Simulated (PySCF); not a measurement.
**Threshold energies of PH in a plasma**

r²SCAN in PySCF with def2-TZVPPD on every atom, for the lowest determinant that a PBE0 search found; no spin–orbit coupling.

```
species  state (unpaired electrons)  Re (Å)  ωe (cm⁻¹)  energy of the minimum from the neutral (eV)  De (eV)  dissociates to
     PH              triplet (π ↑↑)   1.426       2365                                         0.00     3.27           P + H
    PH⁺               doublet (π ↑)   1.433       2359                                        10.42     3.48          P⁺ + H
```

Q: Work out the lowest energy to break PH into atoms, from its vibrational ground state.

A: D0 = De − ωe/2 = 3.27 − 0.15 = 3.12 eV (r²SCAN/def2-TZVPPD).

Q: Work out the ionisation energy of the P atom at this level and the threshold of dissociative ionisation.

A: IE(P) = 10.42 + 3.48 − 3.27 = 10.63 eV, so P⁺ + H + e⁻ appears at D0 + IE(P) = 13.75 eV (r²SCAN/def2-TZVPPD). The measured IE(P) is 10.487 eV (NIST ASD).

These are thermodynamic thresholds; the onsets seen under electron impact lie higher where the geometry changes, and cross-sections peak well above them.

For an ion De counts to the pair picked by the measured ionisation energies or electron affinities, which need not be the lowest pair at this level. States were picked by a PBE0 search and need not be the measured ground states.
